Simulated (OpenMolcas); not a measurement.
**Potential curves of SN: spin-free states**

Calculated with OpenMolcas 26.06: state-averaged CASSCF(9,7) over S 3p, N 2s 2p, XMS-CASPT2 (IPEA 0.25, imaginary shift 0.2 hartree), scalar X2C, ANO-RCC-VTZP, then RASSI spin–orbit state interaction with atomic mean-field integrals. C2 symmetry about the axis (a holds Σ, Δ, Γ; b holds Π, Φ, H; Σ⁺ and Σ⁻ are not told apart); roots by multiplicity and irrep: 2b 8, 4b 2, 4a 1, 2a 5.

XMS-CASPT2 energies in eV from the lowest point. Curves are followed by energy order within each symmetry, so they are adiabatic and may change character at avoided crossings; Σ⁺ and Σ⁻ are counted together.

| R (Å) | (1)2Π | (1)4Π | (1)2Φ | (3)2Σ |
| --- | --- | --- | --- | --- |
| 1.381 | 0.546 | 5.433 | 7.084 | 6.707 |
| 1.450 | 0.099 | 4.353 | 6.019 | 6.017 |
| 1.518 | 0.000 | 3.698 | 5.360 | 5.679 |
| 1.594 | 0.140 | 3.258 | 4.955 | 5.575 |
| 1.670 | 0.475 | 3.054 | 4.782 | 5.653 |
| 1.776 | 1.067 | 3.035 | 4.788 | 5.931 |
| 1.913 | 1.920 | 3.234 | 5.033 | 6.406 |
| 2.125 | 3.077 | 3.721 | 5.608 | 7.099 |
| 2.429 | 4.081 | 4.309 | 6.386 | 7.401 |

Left out for impure symmetry, kinks or missing points, though low: (1)2Σ, (1)2Δ, (2)2Σ, (2)2Π, (1)4Σ, (3)2Π. Only roots inside an energy window near the equilibrium distance were included, so the list of states is not complete; labels number the states computed. Each spin and symmetry block has orbitals of its own, averaged over its own roots, so gaps between blocks are less sure than gaps within one and near the minimum can be off by tenths of an eV, in bad cases by more. No Rydberg orbitals are active, so Rydberg states, and σ→σ* states whose orbital the CASSCF left unused, can be missing between those listed. CASPT2 splits the two components of degenerate states numerically, here by up to 65 cm⁻¹. Points that failed a check (symmetry, reference weights, a jump) are left out.
